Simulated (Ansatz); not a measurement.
# CO+ (doublet): from Hartree-Fock to the top rungs at distance O1–C2 = 2.092 Å, cc-pVDZ

How much of the correlation energy of CO+ (doublet) does each wave-function method recover here?

Method: cc-pVDZ, core rule «outside noble gas», up to 2 orbitals frozen; program: Ansatz 0.2.0, Gaussian basis.

To be run: UHF; CCSD(T) on ROHF; CCSD(T) on UHF; BCCD(T) on ROHF; CISD; CCSDT(Q) on ROHF; CCSDT(Q) on UHF; CISDTQ; CCSDTQ on ROHF; CCSDTQ on UHF; CASSCF and MRCISD+Q, 3 electrons in 3 orbitals; CASSCF and NEVPT2, 3 electrons in 3 orbitals; CASSCF and MRCISD+Q, 9 electrons in 8 orbitals; CASSCF and NEVPT2, 9 electrons in 8 orbitals; Full CI.

1 further run of the same task is left out (it didn't finish).

## 1. What is computed

The geometry derives from a PBE0/def2-TZVP stationary point (not a proven minimum). One bond is set to the value named and the two fragments are kept rigid.

2 atoms, charge 1, spin multiplicity 2.

Atoms are counted from 1 here; the program's logs count them from 0.

No contacts short enough for the rule that draws bonds.

Coordinates:

```xyz
2
charge 1, multiplicity 2
O     0.0000    0.0000    0.0000
C     0.0000    0.0000    2.0920
```

## 2. UHF

Contents of in.yaml:

```yaml
crystal:
  periodic: [false, false, false]
  atoms:
    - {symbol: O, position_ang: [0.000000, 0.000000, 0.000000]}
    - {symbol: C, position_ang: [0.000000, 0.000000, 2.092000]}
basis:
  gaussian: {orbitals: cc-pVDZ}
total_charge: 1
magnetization: {spin_polarized: true, initial_magnetization: 1}
hamiltonian: {xc: hf}
output: {orbitals: {seedname: orbitals}}
```

Command:

```console
> ansatz run in.yaml --threads 1 --pin off --events-out ev --progress --plain --max-ram 3956MiB --backend cpu
```

The runs that follow: CCSD(T) on ROHF; CCSD(T) on UHF; BCCD(T) on ROHF; CISD; CCSDT(Q) on ROHF; CCSDT(Q) on UHF; CISDTQ; CCSDTQ on ROHF; CCSDTQ on UHF; CASSCF and MRCISD+Q, 3 electrons in 3 orbitals; CASSCF and NEVPT2, 3 electrons in 3 orbitals; CASSCF and MRCISD+Q, 9 electrons in 8 orbitals; CASSCF and NEVPT2, 9 electrons in 8 orbitals; Full CI.

Q: Predict the results of all the runs planned. Wanted: FCI below the RHF energy; RMP2 from FCI; UMP2 from FCI; RCCSD from FCI; RCCSD(T) from FCI; UCCSD(T) from FCI; RCCSDT(Q) from FCI; UCCSDT(Q) from FCI; NEVPT2 pair from FCI.

The runs gave:

| quantity | value |
| --- | --- |
| FCI below the RHF energy | -9.5425 eV |
| RMP2 from FCI | +3150.9 meV |
| UMP2 from FCI | +1655.8 meV |
| RCCSD from FCI | +1106.4 meV |
| RCCSD(T) from FCI | +490.0 meV |
| UCCSD(T) from FCI | +260.8 meV |
| RCCSDT(Q) from FCI | -807.2 meV |
| UCCSDT(Q) from FCI | -0.2 meV |
| NEVPT2 pair from FCI | +1659.4 meV |
| MRCISD+Q pair from FCI | +252.5 meV |
| NEVPT2 valence from FCI | +787.7 meV |
| levels within 1 kcal/mol (43 meV) | UCCSDT(Q), RCCSDTQ, UCCSDTQ, MRCISD+Q valence |
| T1 diagnostic | 0.157 |
| effectively unpaired electrons | 2.37 |

In words: RCCSD(T) misses by +490.0 meV, 5.1 % of the correlation energy. CCSD(T) misses by +490.0 meV on the restricted determinant and by +260.8 meV on the unrestricted one; the two need not hold the same state or core. RCCSDT(Q), RCCSDTQ, MRCISD+Q valence fall below full CI, which methods that aren't variational can do. With 2.4 effectively unpaired electrons against 1 the state is strongly multireference. Of the multireference levels listed MRCISD+Q valence comes nearest in total energy (-10.2 meV), which doesn't show that its space is the better one. These misses are within one basis, not against nature; the frozen cores of restricted and unrestricted runs differ, which can shift their rows.
